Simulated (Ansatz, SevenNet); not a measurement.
Lattice parameter c (Å) of solids drawn from the class of oxides, at two levels: the machine-learned potential SevenNet-l3i5 (trained on PBE and PBE+U data), and r²SCAN (Ansatz, a program for electronic structure, PAW).

| solid | SevenNet-l3i5 | r²SCAN | shift (%) |
|---|---|---|---|
| A-type hexagonal La2O3 | 6.185 | 6.126 | -0.95 |
| rutile SnO2 | 3.243 | 3.201 | -1.30 |
| SiO2 (P4₁2₁2, No. 92) | 7.125 | 6.921 | -2.86 |
| rutile PbO2 | 3.476 | 3.405 | -2.04 |
| stishovite (SiO2) | 2.693 | 2.669 | -0.89 |
| corundum Ga2O3 (metastable phase) | 13.620 | 13.441 | -1.31 |
| α-quartz (SiO2) | 5.514 | 5.416 | -1.78 |
| rutile TiO2 | 2.970 | 2.954 | -0.54 |
| anatase TiO2 (metastable phase) | 9.714 | 9.583 | -1.35 |
| corundum (α-Al2O3) | 13.121 | 12.995 | -0.96 |

The shifts run from -2.86 % to -0.54 %, with a median of -1.30 %.

Of 10 rows, r²SCAN is the larger in 0 and the smaller in 10.

Database compounds that came out metallic weren't drawn.

Ansatz's runs of these crystals have no spin polarisation.

Spin–orbit coupling is left out, also for the solids with elements from indium on (A-type hexagonal La2O3, rutile SnO2, rutile PbO2); its size isn't shown.

Ansatz's density-functional and Hartree–Fock values are scalar-relativistic unless marked +SOC, with PAW data made under PBE.
